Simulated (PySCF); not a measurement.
**Spin states of AlB**

Unrestricted PBE0; basis Al x2c-SVPall, B x2c-SVPall; spin-free X2C with a Gaussian nucleus; PySCF 2.14. Outer shells of the fragments: Al 3s2 3p1; B 2s2 2p1.

Followed along the bond (rough minima from three points):

```csv
2Ms+1,unpaired,⟨S²⟩ at the start,R at minimum (Å),Te (eV)
3,π ↑↑,2.26,2.03,0.00
3,"σ ↑, π ↑",2.00,2.23,0.07
1,"σ ↓, π ↑",1.02,2.23,0.24
1,π ↑↓,1.02,2.06,0.30
1,none,0.21,2.08,1.05
```

Solutions found at the starting distance of 2.010 Å, counted from the lowest of them; the search is not exhaustive and high or unbound solutions are not listed, so other states can lie among these:

```
2Ms+1    unpaired   term  E (eV)  ⟨S²⟩  ⟨Lz²⟩  μ (D)
    3        π ↑↑    ³Σ⁻    0.00  2.26   0.00  -1.66
    3    σ ↑, π ↑     ³Π    0.29  2.00   1.00  -0.50
    1        π ↑↓  mixed    0.31  1.02   2.01  -1.66
    1    σ ↓, π ↑  mixed    0.47  1.02   1.00  -0.78
    1        none  mixed    1.07  0.21   2.00  -1.53
    3  σ ↑↑, π ↑↓  mixed    1.69  3.01   2.01  -2.31
    1  σ ↓↓, π ↑↑  mixed    2.08  2.01   0.00  -2.42
    3    σ ↑, π ↑     ³Π    2.65  2.06   1.00  -2.42
    3        π ↑↑  mixed    2.96  2.26   2.01  -0.50
    1    σ ↓, π ↑  mixed    3.04  1.13   1.00  -2.25
```

A term symbol is given only where ⟨S²⟩ and ⟨Lz²⟩ are close to those of a pure state; real π, δ and φ orbitals otherwise mix terms. A positive dipole means Al(−)B(+).

Question: Compare the gap between the two lowest followed solutions at the starting distance with the gap between their minima.

Answer: At PBE0 the second solution (triplet, unpaired electrons σ ↑, π ↑) lies +0.29 eV from the first (triplet, unpaired electrons π ↑↑) at 2.010 Å and +0.07 eV at the minima; the two curves relax by different amounts, since their minima lie near 2.23 and 2.03 Å.
